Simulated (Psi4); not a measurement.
# A workflow on H2SO2 (SMILES O=[SH2]=O)

Wanted: a structure relaxation (PBE0/cc-pVDZ), then the harmonic vibrations, then the energy (MP2-F12/cc-pVDZ-F12) of H2SO2. 

The calculation is run with Psi4 1.11.

## 1. The system as given

H2SO2: 5 atoms, total charge 0, spin state singlet. SMILES: `O=[SH2]=O`. The coordinates come from a GFN2-xTB relaxation. The run starts from this shape.

Bond lengths: O1–S2 1.425 Å, S2–O3 1.425 Å, S2–H4 1.399 Å, S2–H5 1.399 Å. Angles: O1–S2–O3 121.4°, O1–S2–H4 107.9°, O1–S2–H5 107.9°, O3–S2–H4 107.9°, O3–S2–H5 107.9°, H4–S2–H5 102.1°.

## 2. A structure relaxation at PBE0/cc-pVDZ (density fitting) (run 1)

The input, calc.dat:

```
memory 1600 MB

molecule system {
  O     -0.986390     0.275820     1.043450
  S      0.013430    -0.014140     0.070290
  O      1.269430    -0.576280     0.440760
  H     -0.558620    -0.842170    -0.901330
  H      0.262150     1.156770    -0.653170
}

set {
  reference rks
  geom_maxiter 60
}

opt("pbe0/cc-pVDZ")
```

Command:

```bash
$ psi4 calc.dat calc.out -n 1
```

calc.out:

```text
[...]
  Running in c1 symmetry.
[...]
  Nuclear repulsion =  128.453435721943805
[...]
  Multiplicity = 1
[...]
  Nalpha       = 17
  Nbeta        = 17
[...]
    Number of basis functions: 56
[...]
   @DF-RKS iter   1:  -549.17857956608270    5.76909e-01   1.44650e-02 DIIS/ADIIS
[...]
   @DF-RKS iter   6:  -549.43893113355284   -6.82121e-13   7.89344e-09 DIIS
[...]
  @DF-RKS Final Energy:  -549.43893113355284
   => Energetics <=
    Nuclear Repulsion Energy =            125.1709110085407559
    One-Electron Energy =               -1005.4457492941055534
    Two-Electron Energy =                 363.6672932291053826
    DFT Exchange-Correlation Energy =     -32.8313860770933275
    Empirical Dispersion Energy =           0.0000000000000000
    VV10 Nonlocal Energy =                  0.0000000000000000
    Total Energy =                       -549.4389311335528419
[...]
 Multipole Moments:
 ------------------------------------------------------------------------------------
     Multipole            Electronic (a.u.)      Nuclear  (a.u.)        Total (a.u.)
 ------------------------------------------------------------------------------------
 L = 1.  Multiply by 2.5417464519 to convert [e a0] to [Debye]
 Dipole X            :          0.1767395           -0.4217962           -0.2450567
 Dipole Y            :         -0.1876004            0.4477168            0.2601164
 Dipole Z            :          0.9267653           -2.2117664           -1.2850011
 Magnitude           :                                                    1.3337695
[...]
  -Total Gradient:
     Atom            X                  Y                   Z
    ------   -----------------  -----------------  -----------------
       1        0.000050410938    -0.000005792768    -0.000120347089
       2        0.000015363707    -0.000016541618     0.000082830606
       3       -0.000088833904     0.000046815777    -0.000083011286
       4       -0.000011981916     0.000016926801    -0.000068869844
       5       -0.000014345386     0.000011013242    -0.000069568481
[...]
    Final optimized geometry and variables:
    Molecular point group: c1
    Full point group: C1
    Geometry (in Angstrom), charge = 0, multiplicity = 1:
    O           -1.102463984617     0.367806087767     0.685350017482
    S           -0.056805218855     0.060295992387    -0.297867972186
    O            1.244306129183    -0.518364702549     0.058424107701
    H           -0.618752696057    -0.721406232414    -1.296454507335
    H            0.169694102538     1.198060823421    -1.058267339582
    Psi4 run time: 0:00:13.19
[...]
```

Standard output:

```text
Optimizer: Optimization complete!
```

Wall time 14 s (1 thread of Intel Xeon 6975P-C (Granite Rapids), shared host); peak memory 0.46 GiB.

The path in brief:

```csv
step,energy from the first frame kept (eV),largest force (eV/Å)
0,0.0000,3.0218
1,-0.1336,0.9213
2,-0.1487,0.1173
3,-0.1490,0.0249
4,-0.1490,0.0067
```

After the run. Bond lengths: O1–S2 1.468 Å, S2–O3 1.468 Å, S2–H4 1.387 Å, S2–H5 1.387 Å. Angles: O1–S2–O3 123.5°, O1–S2–H4 108.2°, O1–S2–H5 108.2°, O3–S2–H4 108.2°, O3–S2–H5 108.2°, H4–S2–H5 97.7°.

## 3. Vibrational wavenumbers at PBE0/cc-pVDZ (density fitting) (run 2)

The input, h2o2s.xyz:

```xyz
5
H2O2S
O     -1.031867     0.292919     1.055483
S      0.013791    -0.014591     0.072265
O      1.314903    -0.593252     0.428557
H     -0.548156    -0.796293    -0.926322
H      0.240291     1.123174    -0.688134
```

The input, job.py:

```python
import psi4

psi4.set_memory(1600000000)
psi4.set_num_threads(1)
psi4.core.set_output_file('output.dat', False)

with open('h2o2s.xyz') as f:
    atoms = ''.join(f.readlines()[2:])
molecule = psi4.geometry('0 1\n' + atoms + '')

options = {'basis': 'cc-pVDZ', 't': 600.0, 'rotational_symmetry_number': 2}
psi4.set_options(options)

e_tot, wfn = psi4.frequency('pbe0', return_wfn=True)
print(f'total energy {e_tot:.8f} hartree = {e_tot * 27.211386:.5f} eV')
print('wavenumbers / cm^-1:', wfn.frequencies().np.round(1))
for k in ('ZPVE', 'ENTHALPY', 'GIBBS FREE ENERGY'):
    print(f'{k}: {psi4.variable(k):.8f} Eh')
```

Command:

```bash
$ python job.py
```

output.dat:

```text
[...]
  Running in c1 symmetry.
[...]
  Nuclear repulsion =  125.170906657909782
[...]
  Multiplicity = 1
[...]
  Nalpha       = 17
  Nbeta        = 17
[...]
    Number of basis functions: 56
[...]
   @DF-RKS iter   1:  -549.18265125788162    4.18072e-01   1.43860e-02 ADIIS/DIIS
[...]
   @DF-RKS iter  11:  -549.43892989357846   -4.88853e-12   1.80720e-09 DIIS
[...]
  @DF-RKS Final Energy:  -549.43892989357846
   => Energetics <=
    Nuclear Repulsion Energy =            125.1726734997763799
    One-Electron Energy =               -1005.4491674914335135
    Two-Electron Energy =                 363.6690221323075889
    DFT Exchange-Correlation Energy =     -32.8314580342289233
    Empirical Dispersion Energy =           0.0000000000000000
    VV10 Nonlocal Energy =                  0.0000000000000000
    Total Energy =                       -549.4389298935784609
[...]
  -Total Gradient:
     Atom            X                  Y                   Z
    ------   -----------------  -----------------  -----------------
       1        0.000011932027    -0.000103821395    -0.000134376336
       2       -0.000191166966    -0.000474372626    -0.000037171932
       3       -0.000111961856    -0.000006870192    -0.000090267382
       4        0.000183870671     0.000321746560     0.000353436791
       5        0.000057439413     0.000314519023    -0.000350732134
[...]
  ==> Harmonic Vibrational Analysis <==
[...]
  Freq [cm^-1]                 467.0949            848.8915            966.6861
[...]
  IR activ [km/mol]            32.4927             29.9825              0.0000
[...]
  Freq [cm^-1]                1120.4257           1167.6417           1283.5188
[...]
  IR activ [km/mol]            70.6776              6.7602             39.6179
[...]
  Freq [cm^-1]                1365.5689           2431.7716           2458.5231
[...]
  IR activ [km/mol]            243.7091            144.3497            87.0428
[...]
  Total E_0, Enthalpy at 0 [K]                                                         -549.41134225 [Eh]
[...]
  Total H, Enthalpy at  600.00 [K]                                                     -549.40034115 [Eh]
[...]
  Total G, Gibbs energy at  600.00 [K]                                                 -549.46747362 [Eh]
[...]
```

The script printed:

```text
Warning: used thermodynamics relations inappropriate for low-frequency modes: ['467.0949']
total energy -549.43893113 hartree = -14950.99484 eV
wavenumbers / cm^-1: [ 467.1  848.9  966.7 1120.4 1167.6 1283.5 1365.6 2431.8 2458.5]
ZPVE: 0.02758889 Eh
ENTHALPY: -549.40034115 Eh
GIBBS FREE ENERGY: -549.46747362 Eh
```

Wall time 73 s (1 thread of Intel Xeon 6975P-C (Granite Rapids), shared host); peak memory 0.45 GiB.

## 4. The energy at MP2-F12/cc-pVDZ-F12 (density fitting, density fitting for correlation) (run 3)

The input, calc.py:

```python
import psi4

psi4.set_memory(1600000000)
psi4.set_num_threads(1)
psi4.core.set_output_file('psi4.out', False)

m = psi4.geometry("""
0 1
O
S 1 1.467883
O 2 1.467885 1 123.46494
H 2 1.38709 1 108.16045 3 127.59119
H 2 1.38709 4 97.68671 1 -112.0407
symmetry c1
""")

psi4.set_options({
    'basis': 'cc-pVDZ-F12',
    'freeze_core': True,
})

e_tot = psi4.energy("mp2-f12")
print(f'total energy {e_tot:.8f} hartree = {e_tot * 27.211386:.5f} eV')
```

Command:

```bash
$ python calc.py
```

psi4.out:

```text
[...]
  Running in c1 symmetry.
[...]
  Nuclear repulsion =  125.170889742952809
[...]
  Multiplicity = 1
[...]
  Nalpha       = 17
  Nbeta        = 17
[...]
    Number of basis functions: 117
[...]
   @DF-RHF iter   1:  -548.19264730912073    1.68853e-01   6.09392e-03 ADIIS/DIIS
[...]
   @DF-RHF iter  11:  -548.41136855722755   -1.37561e-11   9.54162e-09 DIIS
[...]
    Orbital Energies [Eh]
    ---------------------
    Doubly Occupied:
       1A    -92.210603     2A    -20.583451     3A    -20.583432
       4A     -9.180600     5A     -6.865583     6A     -6.864814
       7A     -6.864790     8A     -1.463630     9A     -1.361615
      10A     -0.959076    11A     -0.749206    12A     -0.704956
      13A     -0.659554    14A     -0.528495    15A     -0.528485
      16A     -0.502060    17A     -0.481528
[...]
  @DF-RHF Final Energy:  -548.41136855722755
   => Energetics <=
    Nuclear Repulsion Energy =            125.1708897429528093
    One-Electron Energy =               -1004.9807557060321415
    Two-Electron Energy =                 331.3984974058517423
    Total Energy =                       -548.4113685572276609
[...]
 Multipole Moments:
 ------------------------------------------------------------------------------------
     Multipole            Electronic (a.u.)      Nuclear  (a.u.)        Total (a.u.)
 ------------------------------------------------------------------------------------
 L = 1.  Multiply by 2.5417464519 to convert [e a0] to [Debye]
 Dipole X            :          0.0000008           -0.0000008            0.0000000
 Dipole Y            :         -0.6240517            2.0219348            1.3978832
 Dipole Z            :         -0.3355663            1.0872233            0.7516570
 Magnitude           :                                                    1.5871565
[...]
```

On the terminal:

```text
total energy -549.21086840 hartree = -14944.78894 eV
```

It took 32 s on 1 thread of Intel Xeon 6975P-C (Granite Rapids), shared host; peak memory 2.5 GiB.

## 5. Outcome

| quantity | value |
| --- | --- |
| run 1, PBE0/cc-pVDZ: total energy at the end | -549.43893 Eh |
| run 1, PBE0/cc-pVDZ: dipole moment | 3.39 D |
| run 1, PBE0/cc-pVDZ: HOMO energy | -8.77 eV |
| run 1, PBE0/cc-pVDZ: LUMO energy | -0.08 eV |
| run 1, PBE0/cc-pVDZ: HOMO–LUMO gap | 8.69 eV |
| run 2, PBE0/cc-pVDZ: lowest harmonic wavenumber | 467 cm⁻¹ |
| run 2, PBE0/cc-pVDZ: highest harmonic wavenumber | 2459 cm⁻¹ |
| run 2, PBE0/cc-pVDZ: zero-point energy | 72.4 kJ/mol |
| run 2, PBE0/cc-pVDZ: ideal-gas entropy at 600 K (symmetry number 2 as used) | 70.2 cal/(mol K) |
| run 3, MP2-F12/cc-pVDZ-F12: total energy | -549.21087 Eh |
| run 3, MP2-F12/cc-pVDZ-F12: HOMO energy (Hartree–Fock orbitals) | -13.10 eV |
| run 3, MP2-F12/cc-pVDZ-F12: LUMO energy (Hartree–Fock orbitals) | 1.07 eV |
| run 3, MP2-F12/cc-pVDZ-F12: HOMO–LUMO gap (Hartree–Fock orbitals) | 14.17 eV |
| run 3, MP2-F12/cc-pVDZ-F12: correlation energy (7 core orbitals frozen) | -776.5 mEh |

In words: The optimisation (run 1, PBE0/cc-pVDZ) took 5 steps and changed the energy by -0.149 eV. All 9 modes (run 2, PBE0/cc-pVDZ) are real, so the shape is a minimum at this level.
